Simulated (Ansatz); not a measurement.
**Molecular dynamics, step by step**

BH3ClF, closed shell, PBE0-D4/def2-SVP (Ansatz 0.2.0). Settings (timestep in fs, temperature in K; T counts 12 degrees of freedom):

```yaml
hamiltonian: {xc: pbe0, dispersion: d4}
md: {n_steps: 80, timestep: 1.0, temperature: 700, ensemble: nve, seed: 575, initial_velocities: maxwell_boltzmann}
```

Start, the saddle point found with PBE0-D4 in triple zeta (not stationary at another level):

```tsv
atom	x (Å)	y (Å)	z (Å)
B1	-0.0862	0.2903	-0.4442
Cl2	0.8582	-1.3710	0.2083
H3	0.7359	1.0945	-0.7440
H4	-0.9800	-0.0419	-1.1537
H5	0.0476	-0.4864	1.1497
F6	-0.5756	0.5144	0.9839
```

```csv
step,time (fs),potential energy less the start (meV),kinetic energy (meV),T (K)
0,0.00,0.0,361.9,700
5,5.00,221.0,150.0,290
10,10.00,340.8,34.7,67
15,15.00,211.9,158.0,306
20,20.00,11.1,351.5,680
25,25.00,-22.4,385.5,746
30,30.00,68.5,302.9,586
35,35.00,16.5,356.8,690
40,40.00,-93.2,462.1,894
45,45.00,-173.7,538.2,1041
50,50.00,-123.7,488.1,944
55,55.00,-8.7,379.6,734
60,60.00,-64.8,435.1,841
65,65.00,-134.1,501.3,970
70,70.00,-121.3,486.5,941
75,75.00,-35.0,402.6,779
80,80.00,40.1,332.6,643
```

Step 55, positions (Å) and forces (eV/Å):

```csv
atom,x,y,z,Fx,Fy,Fz
B1,0.129,-0.002,-0.597,-0.491,1.559,-1.419
Cl2,0.906,-1.391,0.110,-0.034,-0.802,0.310
H3,0.996,0.904,-0.867,-1.392,-0.774,0.346
H4,-1.058,-0.052,-1.135,1.807,-0.077,0.820
H5,-0.769,-0.068,1.735,0.074,-0.154,0.032
F6,-0.753,0.707,1.228,0.035,0.248,-0.088
```

Step 65, positions (Å) and forces (eV/Å):

```
atom       x       y       z      Fx      Fy      Fz
  B1   0.156   0.003  -0.668  -0.331  -0.257   0.109
 Cl2   0.944  -1.447   0.087  -0.554   0.825  -0.438
  H3   0.875   0.992  -0.814  -0.449  -0.557   0.039
  H4  -1.007  -0.122  -1.133   1.224   0.035   0.389
  H5  -0.787   0.077   1.839   0.143  -1.302   0.896
  F6  -0.836   0.800   1.303  -0.032   1.256  -0.996
```

Step 75, positions (Å) and forces (eV/Å):

```tsv
atom	x	y	z	Fx	Fy	Fz
B1	0.209	-0.034	-0.694	0.208	-2.154	1.119
Cl2	0.969	-1.484	0.055	-0.131	0.948	-0.253
H3	0.698	0.983	-0.778	1.293	1.595	-0.019
H4	-0.812	-0.264	-1.154	-1.462	-0.268	-0.746
H5	-0.742	0.158	1.919	-0.051	0.303	-0.255
F6	-0.916	0.894	1.374	0.143	-0.424	0.153
```

Last step (80):

```tsv
atom	x (Å)	y (Å)	z (Å)
B1	0.2377	-0.0867	-0.6847
Cl2	0.9798	-1.4932	0.0351
H3	0.7944	1.0757	-0.7423
H4	-0.8854	-0.3648	-1.2735
H5	-0.7202	0.2316	1.9228
F6	-0.9541	0.9371	1.4092
```

Hardware: 2 CPU threads of an Arm Neoverse V2, shared host. Wall time about 63 s.
